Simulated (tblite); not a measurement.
Species: C4H4O2.
Numbering: `[CH3:1][O:2][c:3]1[cH:4][c:5]1=[O:6]` (hydrogens: H7, H8, H9 on C1; H10 on C4)

Structure optimised with GFN2-xTB, isolated species.

Task: Give the optimised bond lengths and angles.

Result: 
```
               bond  length (bohr)     order
              C1–O2          2.699    single
              O2–C3          2.470    single
              C3–C4          2.569  aromatic
              C4–C5          2.682  aromatic
              C5=O6          2.262    double
              C3–C5          2.721  aromatic
C1–H7, C1–H8, C1–H9          2.061    single
             C4–H10          2.015    single
```

Bonds in one row agree within 0.02 bohr and their mean is given. Orders are formal, as drawn. A selection of angles:
```
    angle  degrees
 O2–C1–H7    109.3
 O2–C1–H8    107.0
 O2–C1–H9    111.2
 H7–C1–H8    109.6
 C1–O2–C3    116.3
 O2–C3–C4    145.1
 O2–C3–C5    154.0
 C4–C3–C5     60.8
 C3–C4–C5     62.4
C3–C4–H10    145.1
C5–C4–H10    152.5
 C4–C5–O6    153.5
 C3–C5–C4     56.8
 C3–C5–O6    149.7
```

Dihedral angles: C1–O2–C3–C4 -179° (antiperiplanar). The mirror-image conformer, all signs reversed, is as good.

The 3-membered ring C3–C4–C5 has internal angles of 56.8° to 62.4°. The 6 heavy atoms lie in one plane (0.010 Å rms). Of the pairs four or more bonds apart, C5···H9 is among the closest relative to their van der Waals radii: 2.96 Å, 102 % of the sum of Bondi's values. The 3 C–C bonds span 1.359 Å (C3–C4, drawn aromatic) to 1.440 Å (C3–C5, drawn aromatic), a spread of 0.081 Å. The C–O distances run from 1.197 Å (C5=O6, drawn double) to 1.428 Å (C1–O2, drawn single), a spread of 0.231 Å.

Its lowest GFN2-xTB frequency is 4 cm⁻¹, too small to tell a flat minimum from a shallow saddle. One conformer, not necessarily the lowest.

All values are computed, not measured.
